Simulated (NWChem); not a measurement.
# BPH4 (SMILES BP): name the method

The species is BPH4 (6 atoms), meant as a singlet with charge 0. As SMILES, `BP`. Geometry: relaxed at GFN2-xTB.

| atom | x (Å) | y (Å) | z (Å) |
| --- | --- | --- | --- |
| B | 0.0027 | -0.8680 | 0.1189 |
| P | 0.3787 | 0.9288 | 0.2596 |
| H | -0.7775 | -1.3512 | 0.8429 |
| H | 0.6592 | -1.5409 | -0.5759 |
| H | 0.5991 | 1.3191 | -1.0437 |
| H | -0.8623 | 1.5122 | 0.3982 |

Orbital energies are those of the mean-field step.

A calculation with NWChem 7.3.0 gave:

- total energy: -368.5764 Eh
- dipole moment: 0.85 D
- HOMO energy: -7.23 eV
- LUMO energy: -1.61 eV
- HOMO–LUMO gap: 5.61 eV
- largest force: 0.934 eV/Å

Task: Which of these levels gave the numbers?
A. PBE0/6-31G
B. B3LYP/6-31G* (spherical functions)
C. MP2/6-311G**
D. HF/3-21G

Result: B. The others give -368.3400 Eh (PBE0/6-31G), -365.8163 Eh (HF/3-21G), -367.9519 Eh (MP2/6-311G**).
